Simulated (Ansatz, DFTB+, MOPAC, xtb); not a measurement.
## P4 (SMILES P12P3P1P23): the highest harmonic wavenumber at each level's own minimum, rung by rung

P4, singlet, SMILES `P12P3P1P23`. Each level relaxes the structure for itself.

Each level gives the highest harmonic wavenumber at each level's own minimum (cm⁻¹). The values are calculated.

| level | kind | program | value (cm⁻¹) |
| --- | --- | --- | --- |
| DFTB2 | semi-empirical | DFTB+ | 541 |
| PM3 | semi-empirical | MOPAC | 676 |
| GFN1-xTB | semi-empirical | xtb | 667 |
| GFN2-xTB | semi-empirical | xtb | 683 |
| HF/STO-3G | Hartree–Fock | Ansatz | 861 |
| HF/6-31G* (Cartesian functions) | Hartree–Fock | Ansatz | 689 |
| SVWN5/def2-TZVP | LDA | Ansatz | 618 |
| PBE/def2-SVP | GGA | Ansatz | 599 |
| PBE-D3(BJ)/def2-TZVP | GGA | Ansatz | 604 |
| PBE0-D4/def2-TZVP | global hybrid | Ansatz | 640 |

Harmonic and unscaled. The values span 541 to 861 cm⁻¹. Without the sets that lack polarisation functions the rows with a basis span only 599 to 689 cm⁻¹.
